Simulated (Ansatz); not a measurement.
A nudged elastic band was laid between two geometries of C$_{3}$H$_{4}$FN (9 atoms, charge 0, multiplicity 1).

Computed with RKS PBE-D4/def2-SVP in Ansatz.

```yaml
movable_images: 7
climbing_image: yes
spring: 5.0 eV/Å²
optimiser: quadratic models (default)
start_path: IDPP
force_threshold: 0.05 eV/Å
iteration_limit: 60
end_points: relaxed
```

Initial state:

```xyz
9
Properties=species:S:1:pos:R:3
C -0.348 1.422 -1.205
C 0.126 0.550 -0.338
C 0.600 -0.407 0.451
N -0.051 -1.555 0.892
F 1.883 -0.372 0.891
H -0.763 2.400 -0.891
H -0.353 1.225 -2.296
H 0.016 -1.696 1.907
H -1.021 -1.614 0.573
```

Final state:

```xyz
9
Properties=species:S:1:pos:R:3
C -0.360 1.500 -1.101
C 0.135 0.481 -0.428
C 0.612 -0.489 0.344
N -0.088 -1.292 1.240
F 1.939 -0.768 0.368
H -0.530 2.491 -0.634
H -0.626 1.424 -2.174
H -1.092 -1.100 1.252
H 0.098 -2.294 1.117
```

(1) What changes between the two ends?

(2) What energy profile does the band end with?

(3) What is the geometry of the highest image?

(4) What are the harmonic wavenumbers there?

## Answers

(1) No bond is made or broken. The dihedral C2–C3–N4–H8 goes from -130 to 2°. The two ends are copies of one structure, up to a mirror image or an exchange of like atoms.

(2) It converged. The highest image is number 4 of 0 to 8, 0.132 eV above the ends, which have the same energy within 2 meV. A vibrational analysis at the climbing image gives one clearly imaginary mode, 280i cm⁻¹: a first-order saddle point.

```json
{"image": "0", "path coordinate (Å)": "0.00", "energy (eV)": "0.000", "dihedral C2–C3–N4–H8 (°)": "-130"}
{"image": "1", "path coordinate (Å)": "0.33", "energy (eV)": "0.016", "dihedral C2–C3–N4–H8 (°)": "-116"}
{"image": "2", "path coordinate (Å)": "0.67", "energy (eV)": "0.060", "dihedral C2–C3–N4–H8 (°)": "-99"}
{"image": "3", "path coordinate (Å)": "1.00", "energy (eV)": "0.110", "dihedral C2–C3–N4–H8 (°)": "-81"}
{"image": "4", "path coordinate (Å)": "1.33", "energy (eV)": "0.132", "dihedral C2–C3–N4–H8 (°)": "-63"}
{"image": "5", "path coordinate (Å)": "1.67", "energy (eV)": "0.112", "dihedral C2–C3–N4–H8 (°)": "-45"}
{"image": "6", "path coordinate (Å)": "2.01", "energy (eV)": "0.063", "dihedral C2–C3–N4–H8 (°)": "-28"}
{"image": "7", "path coordinate (Å)": "2.35", "energy (eV)": "0.017", "dihedral C2–C3–N4–H8 (°)": "-12"}
{"image": "8", "path coordinate (Å)": "2.68", "energy (eV)": "0.000", "dihedral C2–C3–N4–H8 (°)": "2"}
```

(3) 
```xyz
9
Properties=species:S:1:pos:R:3:forces:R:3
C -0.392 1.504 -0.987 0.01 0.00 0.00
C 0.179 0.509 -0.338 0.00 0.00 0.01
C 0.702 -0.507 0.329 -0.01 0.00 0.00
N -0.006 -1.526 0.986 0.00 0.00 0.00
F 2.053 -0.640 0.425 0.00 0.00 0.00
H -0.643 2.457 -0.487 0.00 0.00 0.00
H -0.638 1.434 -2.063 0.00 0.00 0.00
H -0.581 -1.186 1.763 0.00 0.00 0.00
H -0.584 -2.090 0.356 0.00 0.00 0.00
```

(4) 280i, 185, 242, 472, 495, 587, 602, 615, 801, 854, 965, 1128, 1212, 1287, 1430, 1555, 2029, 3031, 3110, 3455, 3539 cm⁻¹.

Time of the run: 2.4 min on 1 thread of Intel(R) Xeon(R) 6975P-C (Granite Rapids), on a shared host, peak memory 0.14 GiB.
